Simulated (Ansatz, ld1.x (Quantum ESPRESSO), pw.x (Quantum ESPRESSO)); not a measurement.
# Equation-of-state test of one TM potential (scandium)

- Element: scandium (Sc)
- Generator: ld1.x (Quantum ESPRESSO) 7.5
- Type: norm-conserving Troullier–Martins (Kleinman–Bylander form)
- Functional: PBEsol
- Relativity: scalar-relativistic
- Frozen core: [Ar]
- Valence charge: 3
- Reference configuration: 3d2 4s1 4p0
- Partial waves: 4s (bound): rc 2.25 bohr; 4p (bound, empty): rc 2.95 bohr; 3d (bound): rc 2.50 bohr
- Local potential: the d channel
- Core correction: a·sin(br)/r model core, default radius (core density twice the valence density)

Atomic tests: cutoffs needed: 35 Ry and 40 Ry (the cutoffs (Ry, on a coarse ladder) from which the occupation-weighted sum of valence levels, in a spherical-Bessel basis at the reference potential, stays within 10 and 1 mRy of its value at 400 Ry); ghost test: ghost states, extra bound levels that the all-electron valence spectrum of the same l lacks: s at -45.3 eV, p at -12.4 eV; a true bound ghost makes a file unfit for plane-wave use (spherical-Bessel basis up to 400 Ry, 20 bohr box); configuration tests: 3 of 7 tests not solved or not reliable.

Crystal test: bcc Sc in pw.x 7.5, no spin, 13³ k-points, Fermi–Dirac smearing 0.01 Ry, cutoffs 50/200 Ry. The reference is all-electron LAPW (Ansatz 0.2.0) with the same functional, mesh and smearing; V0 and B0 come from Birch–Murnaghan fits to the pressures at five volumes. Errors are pseudo minus all-electron; Δ is the rms difference of the E(V) curves that follow from these fits, minima aligned, over ±6 % about the mean V0. Mesh and smearing are coarse, so the numbers serve the comparison and aren't converged zero-temperature values; the lattice is a test structure that the element need not adopt.

All-electron: a0 = 3.635 Å (V0 = 24.01 Å³/atom), B0 = 54.6 GPa.

Problem. How far does the potential miss the all-electron equation of state?

Solution. mean pressure error (GPa): +25.48. The pressure does not cross zero within the volumes sampled, so no fit is given. This is a poor potential for the solid. Note: ghost states, extra bound levels that the all-electron valence spectrum of the same l lacks: s at -45.3 eV, p at -12.4 eV. A true bound ghost makes a file unfit for plane-wave use. Atomic configuration tests: 3 of 7 tests not solved or not reliable.

```json
{"V (Å³/atom)": "22.786", "P all-electron (GPa)": "3.09", "P pseudo (GPa)": "29.67"}
{"V (Å³/atom)": "23.385", "P all-electron (GPa)": "1.49", "P pseudo (GPa)": "27.49"}
{"V (Å³/atom)": "23.985", "P all-electron (GPa)": "0.05", "P pseudo (GPa)": "25.50"}
{"V (Å³/atom)": "24.585", "P all-electron (GPa)": "-1.25", "P pseudo (GPa)": "23.68"}
{"V (Å³/atom)": "25.184", "P all-electron (GPa)": "-2.42", "P pseudo (GPa)": "22.01"}
```

Problem. At the middle volume, how do free energy and pressure move when the wave cutoff is lowered (ecutrho kept at four times it)?

Solution.

```tsv
cutoff (Ry)	shift of F (meV/atom)	shift of P (GPa)
22	+402.6	-19.32
30	+41.1	+0.30
40	+18.4	-0.02
```

The run at the middle volume (84 k-points, 11 iterations) took about 13 s on one core of a shared host (Neoverse-V1, 32 threads, 247 GiB, load 29).
